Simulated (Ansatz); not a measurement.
**H₄NSSi+: one structure at several levels**

How do the functionals fare away from a minimum? The structure is a structure displaced at random from a GFN2-xTB minimum.

Method: single points in def2-TZVPP; program: Ansatz 0.2.0, Gaussian basis.

Correlated methods freeze the cores.

**1. Starting geometry**

SMILES `N[SiH+]S`, 7 atoms, charge 1, spin multiplicity 1.

Atoms are counted from 1 here; the program's logs count them from 0.

Bond lengths: N1–Si2 1.707 Å, N1–H4 1.053 Å, N1–H5 0.989 Å, Si2–S3 2.085 Å, Si2–H6 1.424 Å, S3–H7 1.336 Å. Angles: Si2–N1–H4 122.9°, Si2–N1–H5 124.4°, H4–N1–H5 112.7°, N1–Si2–S3 115.7°, N1–Si2–H6 117.0°, S3–Si2–H6 127.3°, Si2–S3–H7 96.4°.

Coordinates:

```xyz
7

N    -1.0809    0.4797   -0.7138
Si    0.2289    0.2103    0.3478
S     1.2401   -1.5960    0.0982
H    -1.3779   -0.2171   -1.4448
H    -1.6371    1.2979   -0.7184
H     0.5054    1.2291    1.3038
H     2.1055   -1.4224    1.1016
```

**2. CCSD(T)/def2-TZVPP**

Contents of run/in.yaml:

```yaml
crystal:
  periodic: [false, false, false]
  atoms:
    - {symbol: N, position_ang: [-1.080900, 0.479700, -0.713800]}
    - {symbol: Si, position_ang: [0.228900, 0.210300, 0.347800]}
    - {symbol: S, position_ang: [1.240100, -1.596000, 0.098200]}
    - {symbol: H, position_ang: [-1.377900, -0.217100, -1.444800]}
    - {symbol: H, position_ang: [-1.637100, 1.297900, -0.718400]}
    - {symbol: H, position_ang: [0.505400, 1.229100, 1.303800]}
    - {symbol: H, position_ang: [2.105500, -1.422400, 1.101600]}
basis:
  gaussian: {orbitals: def2-TZVPP}
total_charge: 1
correlation: {method: ccsd_t}
output: {forces: true}
```

No record of the launch command was kept for these runs.

**3. PBE0-D4/def2-TZVPP**

Edit run/in.yaml of step 2 so:

```diff
@@ -13,3 +13,3 @@
 total_charge: 1
-correlation: {method: ccsd_t}
-output: {forces: true}
+hamiltonian: {xc: pbe0, dispersion: d4}
+output: {forces: true, orbitals: {seedname: orbitals}}
```

**4. wB97M-V/def2-TZVPP**

Edit run/in.yaml of step 3 so:

```diff
@@ -13,3 +13,3 @@
 total_charge: 1
-hamiltonian: {xc: pbe0, dispersion: d4}
-output: {forces: true, orbitals: {seedname: orbitals}}
+hamiltonian: {xc: {name: wB97M-V}}
+output: {forces: true}
```

**5. r2SCAN-D4/def2-TZVPP**

Edit run/in.yaml of step 4 so:

```diff
@@ -13,3 +13,3 @@
 total_charge: 1
-hamiltonian: {xc: {name: wB97M-V}}
+hamiltonian: {xc: r2scan, dispersion: d4}
 output: {forces: true}
```

**6. PBE-D4/def2-TZVPP**

Edit run/in.yaml of step 5 so:

```diff
@@ -13,3 +13,3 @@
 total_charge: 1
-hamiltonian: {xc: r2scan, dispersion: d4}
+hamiltonian: {xc: pbe, dispersion: d4}
 output: {forces: true}
```

**7. wB97X-V/def2-TZVPP**

Edit run/in.yaml of step 6 so:

```diff
@@ -13,3 +13,3 @@
 total_charge: 1
-hamiltonian: {xc: pbe, dispersion: d4}
+hamiltonian: {xc: {name: wB97X-V}}
 output: {forces: true}
```

**8. SPW92/def2-TZVPP**

Edit run/in.yaml of step 7 so:

```diff
@@ -13,3 +13,3 @@
 total_charge: 1
-hamiltonian: {xc: {name: wB97X-V}}
+hamiltonian: {xc: lda}
 output: {forces: true}
```

(Steps that only read results are left out.)

**Question.** What will these runs give? Wanted: energy less free atoms, CCSD(T)/def2-TZVPP; RMS force component; RMS force error; HOMO and LUMO, PBE0-D4; T1 diagnostic.

**Answer**, as computed:

| quantity | value |
| --- | --- |
| energy less free atoms, CCSD(T)/def2-TZVPP | -1432.6 kJ/mol |
| RMS force component | 0.948 to 1.098 eV/Å over the methods |
| RMS force error | PBE0-D4 0.091, wB97M-V 0.068, r2SCAN-D4 0.062, PBE-D4 0.180, wB97X-V 0.106, SPW92 0.285 eV/Å |
| HOMO and LUMO, PBE0-D4 | -13.58 and -7.39 eV |
| T1 diagnostic | 0.015 |

In words: Against CCSD(T) the functionals' energies less atoms differ by -386.0 to -57.7 kJ/mol, PBE-D4 by -107.9 kJ/mol. A larger basis would deepen the CCSD(T) value, while the functionals are nearly converged already, so the order here is not reliable. The forces of r2SCAN-D4 come nearest to CCSD(T), those of SPW92 are farthest. Frozen-core CCSD(T) forces in triple zeta carry basis errors of their own, and this is one geometry, so small gaps rank nothing.
